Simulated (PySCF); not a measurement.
## Electronic absorption of C5H8O

Compound: C5H8O.
InChI=1S/C5H8O/c6-2-5-3-1-4(3)5/h3-6H,1-2H2/t3-,4+,5+

Theory: TDDFT PBE0/def2-SVPD, vertical, gas phase, core orbitals frozen in the response (PySCF 2.14.0, density-fitted response routines). Isolated species at its GFN2-xTB geometry (one conformer only). Torsions of this conformer, `[OH:1][CH2:2][C@@H:3]1[C@H:4]2[CH2:5][C@@H:6]12`: O1–C2–C3–C4 158°, H–O1–C2–C3 -55°.

```tsv
state	E (eV)	λ (nm)	f	main configurations (H = HOMO, L = LUMO)
S1	6.91	179.4	0.0047	H→L (86%), H-1→L (12%)
S2	7.12	174.1	0.013	H-1→L (81%), H→L (11%)
S3	7.28	170.3	0.0099	H→L+1 (95%)
S4	7.48	165.7	0.052	H→L+2 (95%)
S5	7.59	163.4	0.045	H→L+3 (94%)
S6	7.98	155.4	0.021	H-1→L+1 (73%), H-1→L+2 (22%)
S7	8.17	151.8	0.0063	H-1→L+3 (70%), H→L+4 (10%)
S8	8.29	149.5	0.025	H→L+4 (57%), H-1→L+3 (21%), H-1→L+2 (11%)
```

Triplets (Tamm–Dancoff): T1 6.71 eV, H-1→L (53%), H→L (36%); T2 6.79 eV, H→L+4 (50%), H→L+3 (14%); T3 6.91 eV, H→L (59%), H-1→L (29%).

The lowest singlet comes at 179 nm (667 kJ/mol) in the vacuum ultraviolet; it is very weak; its leading configuration is HOMO→LUMO (86%). The most intense listed level is S4 at 7.48 eV (166 nm, f = 0.052), 0.57 eV above S1. Löwdin shares by element: HOMO carbon 80% or more (atoms not listed hold the other 21%); LUMO hydrogen 33% or more, oxygen 28%, carbon 11% or more (atoms not listed hold the other 28%). The oscillator strengths of these states sum to 0.176; summed over the whole spectrum of an exact calculation they would give the number of electrons, 46 (Thomas–Reiche–Kuhn). Of the 8 states listed, 5 reach f = 0.01 and none stays under 0.0005. Weighted by f, the mean energy of these states is 7.65 eV. Only the lowest 8 singlets were computed, as vertical energies without vibronic structure.

On one thread, Intel Xeon at 2.50 GHz (x86_64), shared host with 64 logical CPUs at a one-minute load of 46, this took 72 s wall, 55 s CPU and 0.69 GiB of memory at its peak.
